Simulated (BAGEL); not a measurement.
# C2HClFO− (SMILES [O-]/C=C(/F)Cl) at 4 levels

Aim: a comparison of 4 runs (B3LYP/6-31G*, B3LYP/def2-SVP, PBE0/def2-SVP, RI-MP2/def2-SVP) of C2HClFO−. 

Program for the calculation: BAGEL 1.2.2.

1 further run of the same task is left out (it didn't finish).

**1. Starting point**

The species is C2HClFO− (6 atoms), meant as a singlet with charge -1. SMILES: `[O-]/C=C(/F)Cl`. Geometry: relaxed at GFN2-xTB.

Bond lengths: O1–C2 1.251 Å, C2–C3 1.352 Å, C3–F4 1.392 Å, C3–Cl5 1.741 Å, C2–H6 1.122 Å. Angles: O1–C2–C3 130.0°, C2–C3–F4 121.5°, C2–C3–Cl5 127.0°, F4–C3–Cl5 111.4°, O1–C2–H6 119.7°, C3–C2–H6 110.3°.

**2. A single-point energy at B3LYP/6-31G(d) (density fitting with qzvpp-jkfit, spherical functions) (run 1)**

dft.json

```json
{ "bagel" : [

{
  "title" : "molecule",
  "basis" : "6-31gs.json",
  "df_basis" : "qzvpp-jkfit",
  "angstrom" : true,
  "geometry" : [
    { "atom" : "O", "xyz" : [      -1.548270,       0.513920,       0.843300 ] },
    { "atom" : "C", "xyz" : [      -0.405270,       0.040130,       0.657680 ] },
    { "atom" : "C", "xyz" : [       0.332050,      -0.033240,      -0.473730 ] },
    { "atom" : "F", "xyz" : [       1.595450,      -0.617830,      -0.482930 ] },
    { "atom" : "Cl", "xyz" : [      -0.137690,       0.491220,      -2.066060 ] },
    { "atom" : "H", "xyz" : [       0.163720,      -0.394190,       1.521740 ] }
  ]
},

{
  "title" : "ks",
  "xc_func" : "b3lyp",
  "charge" : -1
},

{
  "title" : "print",
  "file" : "orbitals.molden",
  "orbitals" : true
}

]}
```

The basis set 6-31G* is read from a file made from the Basis Set Exchange's data (not shown).

Started as:

```console
$ BAGEL_NUM_THREADS=1 BAGEL dft.json > dft.out
```

The log of the run:

```text
* using 1 threads per process

  ===============================================================
  ===============================================================

  *** Geometry ***

  { "atom" : "O", "xyz" : [     -2.925806,      0.971168,      1.593606 ] },
  { "atom" : "C", "xyz" : [     -0.765849,      0.075835,      1.242835 ] },
  { "atom" : "C", "xyz" : [      0.627484,     -0.062814,     -0.895220 ] },
  { "atom" : "F", "xyz" : [      3.014964,     -1.167529,     -0.912605 ] },
  { "atom" : "Cl", "xyz" : [     -0.260196,      0.928271,     -3.904288 ] },
  { "atom" : "H", "xyz" : [      0.309386,     -0.744911,      2.875672 ] },

  Number of auxiliary basis functions:      450

  Since a DF basis is specified, we compute 2- and 3-index integrals:
    o Being stored without compression. Storage requirement is 0.021 GB

  Number of basis functions:       76
  Number of electrons      :       47

    * METHOD: MOLECULE                             0.47

  *** Kohn-Sham DFT ***

    * Removing 10743 points whose weight is below 1.00e-10
    * Grid points: 78693

  === Nuclear Repulsion ===
   202.9156613094

       - DIIS with orbital gradients will be used.

  === KS iteration (b3lyp / 6-31gs.json) ===
      0       -672.54547676          0.13528448           0.52
      1       -585.68312722          0.25057606           0.50
      2       -635.87621632          0.21195106           0.51
      3       -685.29153217          0.17233701           0.51
      4       -704.61566110          0.09816700           0.48
      5       -711.55036002          0.03302713           0.55
      6       -711.37830938          0.03206106           0.59
      7       -712.02118534          0.00725181           0.49
      8       -712.03928858          0.00205103           0.45
      9       -712.04059291          0.00175080           0.62
     10       -712.04167213          0.00055066           0.54
     11       -712.04179606          0.00012524           0.52
     12       -712.04180098          0.00007746           0.59
     13       -712.04180380          0.00001004           0.66
     14       -712.04180384          0.00000400           0.67
     15       -712.04180384          0.00000136           0.60
     16       -712.04180385          0.00000105           0.58
     17       -712.04180385          0.00000019           0.70
     18       -712.04180385          0.00000009           0.60
     19       -712.04180385          0.00000003           0.61
     20       -712.04180385          0.00000001           0.59
    * SCF iteration converged.

    * Permanent dipole moment:
           (   -1.000011,     0.263913,     0.929522) a.u.

    * METHOD: KS                                  12.79

    * METHOD: PRINT                                0.01

  ===============================================================
```

Wall time 14 s (1 thread of Intel Xeon at 2.50GHz (Skylake/Cascade Lake), shared host).

**3. The energy at B3LYP/def2-SVP (density fitting with qzvpp-jkfit) (run 2)**

input.json

```json
{ "bagel": [

{
  "title": "molecule",
  "basis": "svp",
  "df_basis": "qzvpp-jkfit",
  "angstrom": true,
  "geometry": [
    { "atom": "O", "xyz": [      -1.548270,       0.513920,       0.843300 ] },
    { "atom": "C", "xyz": [      -0.405270,       0.040130,       0.657680 ] },
    { "atom": "C", "xyz": [       0.332050,      -0.033240,      -0.473730 ] },
    { "atom": "F", "xyz": [       1.595450,      -0.617830,      -0.482930 ] },
    { "atom": "Cl", "xyz": [      -0.137690,       0.491220,      -2.066060 ] },
    { "atom": "H", "xyz": [       0.163720,      -0.394190,       1.521740 ] }
  ]
},

{
  "title": "ks",
  "xc_func": "b3lyp",
  "charge": -1
},

{
  "title": "print",
  "file": "orbitals.molden",
  "orbitals": true
}

]}
```

Started as:

```console
$ BAGEL_NUM_THREADS=1 BAGEL input.json > input.out
```

The log of the run:

```text
* using 1 threads per process

  ===============================================================
  ===============================================================

  *** Geometry ***

  { "atom" : "O", "xyz" : [     -2.925806,      0.971168,      1.593606 ] },
  { "atom" : "C", "xyz" : [     -0.765849,      0.075835,      1.242835 ] },
  { "atom" : "C", "xyz" : [      0.627484,     -0.062814,     -0.895220 ] },
  { "atom" : "F", "xyz" : [      3.014964,     -1.167529,     -0.912605 ] },
  { "atom" : "Cl", "xyz" : [     -0.260196,      0.928271,     -3.904288 ] },
  { "atom" : "H", "xyz" : [      0.309386,     -0.744911,      2.875672 ] },

  Number of auxiliary basis functions:      450

  Since a DF basis is specified, we compute 2- and 3-index integrals:
    o Being stored without compression. Storage requirement is 0.022 GB

  Number of basis functions:       79
  Number of electrons      :       47

    * METHOD: MOLECULE                             0.27

  *** Kohn-Sham DFT ***

    * Removing 10743 points whose weight is below 1.00e-10
    * Grid points: 78693

  === Nuclear Repulsion ===
   202.9156613094

       - DIIS with orbital gradients will be used.

  === KS iteration (b3lyp / svp) ===
      0       -680.09175420          0.13453433           0.63
      1       -616.80988403          0.19600129           0.61
      2       -644.37402062          0.17279494           0.61
      3       -703.05886314          0.11312508           0.58
      4       -700.94393996          0.12832091           0.48
      5       -711.34402826          0.02819920           0.50
      6       -710.76685709          0.04665708           0.60
      7       -711.67928575          0.01009098           0.58
      8       -711.72114652          0.00519247           0.62
      9       -711.73570218          0.00057591           0.60
     10       -711.73583509          0.00030512           0.59
     11       -711.73587280          0.00006819           0.59
     12       -711.73587394          0.00005886           0.63
     13       -711.73587540          0.00000573           0.61
     14       -711.73587542          0.00000172           0.62
     15       -711.73587542          0.00000107           0.62
     16       -711.73587542          0.00000025           0.61
     17       -711.73587542          0.00000010           0.62
     18       -711.73587542          0.00000003           0.61
     19       -711.73587542          0.00000001           0.61
     20       -711.73587542          0.00000001           0.58
    * SCF iteration converged.

    * Permanent dipole moment:
           (   -0.928149,     0.196976,     1.108387) a.u.

    * METHOD: KS                                  13.34

    * METHOD: PRINT                                0.01

  ===============================================================
```

It took 14 s on 1 thread of Intel Xeon at 2.50GHz (Skylake/Cascade Lake), shared host.

Run 3 isn't shown in full; the table further down has it.

**4. A single-point energy at RI-MP2/def2-SVP (density fitting with qzvpp-jkfit) (run 4)**

input.json

```json
{ "bagel": [

{
  "title": "molecule",
  "basis": "svp",
  "df_basis": "qzvpp-jkfit",
  "angstrom": true,
  "geometry": [
    { "atom": "O", "xyz": [   -1.548270,    0.513920,    0.843300 ] },
    { "atom": "C", "xyz": [   -0.405270,    0.040130,    0.657680 ] },
    { "atom": "C", "xyz": [    0.332050,   -0.033240,   -0.473730 ] },
    { "atom": "F", "xyz": [    1.595450,   -0.617830,   -0.482930 ] },
    { "atom": "Cl", "xyz": [   -0.137690,    0.491220,   -2.066060 ] },
    { "atom": "H", "xyz": [    0.163720,   -0.394190,    1.521740 ] }
  ]
},
{ "title": "hf", "charge": -1 },
{ "title": "mp2", "charge": -1, "ncore": 9 }

]}
```

Started as:

```console
$ BAGEL_NUM_THREADS=1 BAGEL input.json > input.out
```

The log of the run:

```text
* using 1 threads per process

  ===============================================================
  ===============================================================

  *** Geometry ***

  { "atom" : "O", "xyz" : [     -2.925806,      0.971168,      1.593606 ] },
  { "atom" : "C", "xyz" : [     -0.765849,      0.075835,      1.242835 ] },
  { "atom" : "C", "xyz" : [      0.627484,     -0.062814,     -0.895220 ] },
  { "atom" : "F", "xyz" : [      3.014964,     -1.167529,     -0.912605 ] },
  { "atom" : "Cl", "xyz" : [     -0.260196,      0.928271,     -3.904288 ] },
  { "atom" : "H", "xyz" : [      0.309386,     -0.744911,      2.875672 ] },

  Number of auxiliary basis functions:      450

  Since a DF basis is specified, we compute 2- and 3-index integrals:
    o Being stored without compression. Storage requirement is 0.022 GB

  Number of basis functions:       79
  Number of electrons      :       47

    * METHOD: MOLECULE                             0.36

  *** RHF ***

  === Nuclear Repulsion ===
   202.9156613094

      * DIIS with orbital gradients will be used.

  === RHF iteration (svp) ===
      0       -709.44312652          0.02091058           0.11
      1       -709.58030439          0.01737914           0.10
      2       -709.71761065          0.00223651           0.08
      3       -709.72160903          0.00101930           0.07
      4       -709.72255196          0.00029191           0.08
      5       -709.72270366          0.00013701           0.09
      6       -709.72272551          0.00005827           0.09
      7       -709.72273001          0.00001240           0.09
      8       -709.72273025          0.00000445           0.08
      9       -709.72273028          0.00000141           0.07
     10       -709.72273028          0.00000045           0.08
     11       -709.72273028          0.00000016           0.09
     12       -709.72273028          0.00000007           0.09
     13       -709.72273028          0.00000003           0.09
     14       -709.72273028          0.00000001           0.12
     15       -709.72273028          0.00000001           0.11
    * SCF iteration converged.

    * Permanent dipole moment:
           (   -1.045536,     0.278251,     0.978496) a.u.

    * METHOD: HF                                   1.74

  *** RHF ***

  === Nuclear Repulsion ===
   202.9156613094

      * DIIS with orbital gradients will be used.

  === RHF iteration (svp) ===
      0       -709.72273028          0.00000000           0.13
    * SCF iteration converged.

    * Permanent dipole moment:
           (   -1.045536,     0.278251,     0.978496) a.u.

  === DF-MP2 calculation ===

    * freezing 9 orbitals
    * 3-index integral transformation done
    * assembly done

      MP2 correlation energy:   -0.7611776379      0.06

      MP2 total energy:       -710.4839079157

    * METHOD: MP2                                  0.33

  ===============================================================
```

Wall time 2.8 s (1 thread of Intel Xeon at 2.50GHz (Skylake/Cascade Lake), shared host).

**5. All runs side by side**

```tsv
run	level	frozen core orbitals	energy (Eh)	HOMO energy (eV)	LUMO energy (eV)	HOMO–LUMO gap (eV)	wall time
1	B3LYP/6-31G* (density fitting with qzvpp-jkfit, spherical functions)	–	-712.041804	1.03	6.47	5.44	14 s
2	B3LYP/def2-SVP (density fitting with qzvpp-jkfit)	–	-711.735875	0.96	6.91	5.95	14 s
3	PBE0/def2-SVP (density fitting with qzvpp-jkfit)	–	-711.311128	0.66	7.12	6.46	12 s
4	RI-MP2/def2-SVP (density fitting with qzvpp-jkfit)	9	-710.483908	–	–	–	2.8 s
```

**6. Summary of results**

```
                                          quantity          value
                               run 4: total energy  -710.48391 Eh
run 4: correlation energy (9 core orbitals frozen)     -761.2 mEh
```

**Reading.** Over runs 1, 2, 3 the HOMO–LUMO gap runs from 5.44 eV (B3LYP/6-31G*) to 6.46 eV (PBE0/def2-SVP). The two ends differ in method and basis. The empty levels of an anion lie above zero and hang on the basis. Totals of different functionals can't be ranked against each other. In runs 1, 2, 3 the HOMO lies above zero, so the outermost electron may be held by the basis alone. All runs together took 43 s, the longest 14 s.
